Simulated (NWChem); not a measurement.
System: formaldehyde (CH₂O); SMILES C=O

Computed with NWChem. Medium grid unless said otherwise, to which SCAN and Minnesota functionals are sensitive. Geometry: optimised at PBE-D3(BJ)/def2-SVP. Computed dipoles belong to the equilibrium geometry; the measured one is vibrationally averaged.

Measured dipole moment: 2.33 D (NIST CCCBDB, as tabulated in the package chemicals).

```csv
level,dipole moment (D),computed − measured,relative time (rough)
B3LYP/def2-TZVP,2.34,+0.01,2
PBE/def2-TZVP,2.15,-0.18,2
PW91/def2-TZVP,2.16,-0.17,2
LRC-wPBEh/def2-TZVP,2.35,+0.02,6
B3PW91/def2-TZVP,2.33,0.00,1
MN15-L/def2-TZVP,2.18,-0.15,1
MN15/def2-TZVP,2.39,+0.06,2
TPSSh/def2-TZVP,2.28,-0.05,1
r2SCAN/def2-TZVP,2.26,-0.07,2
revPBE/def2-TZVP,2.12,-0.21,1
```
